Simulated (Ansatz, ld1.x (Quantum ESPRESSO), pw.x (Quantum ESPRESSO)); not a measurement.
## molybdenum (Mo): does the TM potential hold in the solid?

molybdenum (Mo), norm-conserving Troullier–Martins (Kleinman–Bylander form), made with ld1.x (Quantum ESPRESSO) 7.5 (PBEsol, scalar-relativistic). Core [Kr], reference 4d5 5s1 5p0. Waves: 5p (bound, empty): rc 3.65 bohr; 4d (bound): rc 2.35 bohr; 5s (bound): rc 2.50 bohr. Local part: the s channel. Core correction: Bessel-smoothed model core inside 2.25 bohr.

Crystal test: bcc Mo in pw.x 7.5, no spin, 15³ k-points, Fermi–Dirac smearing 0.01 Ry, cutoffs 50/200 Ry. The reference is all-electron LAPW (Ansatz 0.2.0) with the same functional, mesh and smearing; V0 and B0 come from Birch–Murnaghan fits to the pressures at five volumes. Errors are pseudo minus all-electron; Δ is the rms difference of the E(V) curves that follow from these fits, minima aligned, over ±6 % about the mean V0. Mesh and smearing are coarse, so the numbers serve the comparison and aren't converged zero-temperature values; the lattice is a test structure that the element need not adopt.

All-electron: a0 = 3.131 Å (V0 = 15.34 Å³/atom), B0 = 279.7 GPa.

Task: How far does the potential miss the all-electron equation of state?

Result: mean pressure error (GPa): +13.85; a0 (Å): 3.179; a0 error (%): +1.53; B0 error (%): -2.8; Δ (meV/atom): 43.3. The largest radius (3.65 bohr) exceeds half the bond length (2.56 bohr), so the spheres overlap, which is one possible source of error among others. This is a poor potential for the solid.

```json
{"V (Å³/atom)": "14.561", "P all-electron (GPa)": "16.26", "P pseudo (GPa)": "32.76"}
{"V (Å³/atom)": "14.944", "P all-electron (GPa)": "7.74", "P pseudo (GPa)": "22.76"}
{"V (Å³/atom)": "15.327", "P all-electron (GPa)": "0.24", "P pseudo (GPa)": "13.95"}
{"V (Å³/atom)": "15.710", "P all-electron (GPa)": "-6.34", "P pseudo (GPa)": "6.20"}
{"V (Å³/atom)": "16.093", "P all-electron (GPa)": "-12.13", "P pseudo (GPa)": "-0.63"}
```

Task: At the middle volume, how do free energy and pressure move when the wave cutoff is lowered (ecutrho kept at four times it)?

Result:

| cutoff (Ry) | shift of F (meV/atom) | shift of P (GPa) |
| --- | --- | --- |
| 22 | +2185.3 | -94.72 |
| 30 | +129.2 | -10.71 |
| 40 | +1.3 | -0.02 |

The run at the middle volume (120 k-points, 8 iterations) took about 8 s on one core of a shared host (Neoverse-V1, 32 threads, 247 GiB, load 9).
